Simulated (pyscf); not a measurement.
`[SiH3][O][SiH3]` + `[OH][SiH3]` → `[SiH3][O][SiH2][O][SiH3]` + `[H][H]` (four-centre exchange; singlet surface; H–Si, H–O broken, O–Si, H–H formed). Single points on ωB97X-D3(BJ)/def2-SVP structures (PySCF, gas phase). Rate constants from transition-state theory, ωB97M-D3(BJ)/def2-TZVP energies (ideal gas, 1 atm, RRHO with modes under 100 cm⁻¹ raised to 100, one conformer, R ln 2 for chiral ones without a mode under 150 cm⁻¹; no tunnelling), k in cm³ molecule⁻¹ s⁻¹.

```
T (K)  1000/T  log10 k
-----  ------  -------
298     3.354   -37.63
600     1.667   -26.05
900     1.111        ?
1200    0.833   -19.90
```

Q: Fit an Arrhenius line to the three values, give the activation energy, and predict k at 900 K.

A: Least squares gives log10 k = -14.18 − 7.01 × 1000/T, so Ea = 7.01 × ln 10 × 1.987 = 32.1 kcal/mol, against an electronic barrier of 31.3. At 900 K the line gives -21.97; the computed value is -22.03 (ΔG‡ = 67.5 kcal/mol), a factor 1.2 under the line, since the plot is curved. This is the saddle that the search found; another between the same sides may lie lower.
